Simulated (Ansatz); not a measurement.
# Re₂Br: from a trial structure to a relaxed crystal

The calculation used DFT PBE, scalar-relativistic, plane waves, PAW in Ansatz 0.2.0. Cutoff 420 eV, Γ-centred k mesh, Gaussian smearing, no spin polarisation in the final step.

The start puts Re₂Br on the anti-fluorite structure type (Fm-3m, No. 225), with Br in place of Ca, Re in place of F, at a guessed volume.

```
CELL_PARAMETERS angstrom
0.00000 3.05701 3.05701
3.05701 0.00000 3.05701
3.05701 3.05701 0.00000
ATOMIC_POSITIONS crystal
Re 0.25000 0.25000 0.25000
Re 0.75000 0.75000 0.75000
Br 0.00000 0.00000 0.00000
```

Cell and atoms relax at zero pressure; the relaxation can't lower the symmetry of the start. After a coarse first stage the cell is made exact in the group found at 0.06 Å.

Energies over the elements count from the elements' standard structures at the same level, with no empirical corrections.

Q: Which crystal results?

A: It keeps Fm-3m (No. 225). The result has the fluorite structure. Conventional cell: a = 5.892 Å. Re has 4 Br at 2.55 Å and 6 Re at 2.95 Å; Br has 8 Re at 2.55 Å.

```xyz
3
Lattice="0.0000 2.9460 2.9460 2.9460 0.0000 2.9460 2.9460 2.9460 0.0000" Properties=species:S:1:pos:R:3 pbc="T T T"
Re    1.4730    1.4730    1.4730
Re    4.4189    4.4189    4.4189
Br    0.0000    0.0000    0.0000
```

Q: What are its volume, energy, density and gap?

A: The volume per atom is 17.04 Å³, the density is 14.69 g/cm³ and the energy over the elements is 2.16 eV/atom. The gap on the 14×14×14 mesh is 0 eV (a metal).

The final run used a 14×14×14 mesh on its 3-atom cell and 0.10 eV smearing. The k mesh leaves about 4 meV/atom of noise in metals. Spin–orbit coupling is left out. A structure relaxed within its symmetry needn't be a true minimum.

Cost: 3 runs of about 0.92 core-minutes in all, on AMD EPYC 7R43 (Zen 3) (shared hosts).